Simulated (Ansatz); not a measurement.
C2H2S, SMILES C#CS, a ladder of methods at one geometry

With Ansatz's Python interface.

Typed at the interpreter:
```pycon
>>> from dataclasses import dataclass
>>> from pathlib import Path
>>> import ansatz as az
>>> from ase import Atoms
>>> import numpy as np
>>> @dataclass(frozen=True)
... class Options:
...     basis_set: str = "cc-pVDZ"
...
>>> settings = Options()
>>> atoms = Atoms(["C", "C", "S", "H", "H"], positions=[
...     [-1.1642, -0.3738, 0.013],
...     [-0.0189, -0.2705, 0.0371],
...     [1.6381, -0.1813, 0.0761],
...     [-2.2014, -0.3771, -0.0342],
...     [1.7963, 1.1291, -0.1334],
... ])
>>> system = az.Crystal.molecule_from_ase(atoms)
>>> setup = system.calculation().basis(gaussian=settings.basis_set)
>>> print("functional    E (Ha)        dipole (D)   HOMO (eV)  LUMO (eV)")
functional    E (Ha)        dipole (D)   HOMO (eV)  LUMO (eV)
>>> for name in ["pbe0", "b3lyp", "pbe", "revpbe", "blyp"]:
...     summary = setup.functional(name).forces().orbitals().run(runs_dir="runs").report
...     lines = Path(summary["orbitals_path"]).read_text().splitlines()
...     field_of = lambda key: [line.split("=")[1].strip() for line in lines if line.startswith(key)]
...     orbitals = [(27.211386 * float(e), s, float(n)) for e, s, n in zip(field_of("Ene="), field_of("Spin="), field_of("Occup="))]
...     homo = max(e for e, _, n in orbitals if n > 0.5)
...     lumo = min(e for e, _, n in orbitals if n < 0.5)
...     dipole = 4.803205 * np.linalg.norm(summary["charge_distribution"]["dipole_moment_e_ang"])
...     print(f"{name:10s} {summary['free_energy_ev'] / 27.211386246:14.6f} {dipole:9.3f} {homo:11.3f} {lumo:10.3f}")
...
pbe0          -475.278338     1.107      -6.891      0.172
b3lyp         -475.531611     1.041      -6.603     -0.043
pbe           -475.237342     1.053      -5.676     -0.798
revpbe        -475.421044     1.038      -5.639     -0.750
blyp          -475.477407     0.991      -5.463     -0.653
```

Notes:
- Total energies depend on the basis set; only differences at equal settings carry meaning.
- The geometry is a force-field or estimated start, not a minimum of this method, and the basis set is short of its limit. A lower total doesn't mark the better method: functionals have no common bound, and MP2 and coupled cluster aren't variational.
- b3lyp holds the VWN-RPA fit, as in Gaussian; the form of ORCA and Turbomole is b3lyp5.
- Levels such as HOMO and LUMO are orbital energies: with these approximate functionals they aren't the ionisation energy and electron affinity, and their gap isn't the fundamental gap.
- For Al to Cl the sets with a tight d function, cc-pV(X+d)Z, are usual.
- Hardware and time: 3.7 s on 1 thread of Intel(R) Xeon(R) Processor @ 2.30GHz, with other jobs on the host, peak memory 0.21 GiB.
